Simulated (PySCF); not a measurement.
Excitations are Tamm–Dancoff values on a coarser integration grid. The basis has no diffuse functions, so Rydberg states are missing or too high.

Z-matrix (Å, degrees):
```
C
C 1 1.3266
H 2 1.0811 1 121.70
H 2 1.0834 3 117.03 1 -179.90
H 1 1.0858 2 119.64 3 0.04
C 1 1.4544 5 116.31 2 179.99
C 6 1.3266 1 124.05 5 0.02
H 7 1.0811 6 121.70 1 179.95
H 7 1.0834 8 117.03 6 179.92
H 6 1.0858 7 119.64 8 -0.04
```
Charge 0, spin multiplicity 1.

Problem. Estimate the LUMO, HOMO, dipole moment, brightest of the four lowest singlets (TDA) and HOMO–LUMO gap that PBE-D3(BJ)/def2-TZVP // CAM-B3LYP-D3(BJ)/def2-TZVP run with PySCF returns for this input.

Solution. 
The LUMO is -1.77 eV and the HOMO is -5.87 eV. The dipole moment comes out as 0.00 D and the brightest of the four lowest singlets (TDA) comes out as 6.29 eV. The HOMO–LUMO gap comes out as 4.10 eV.
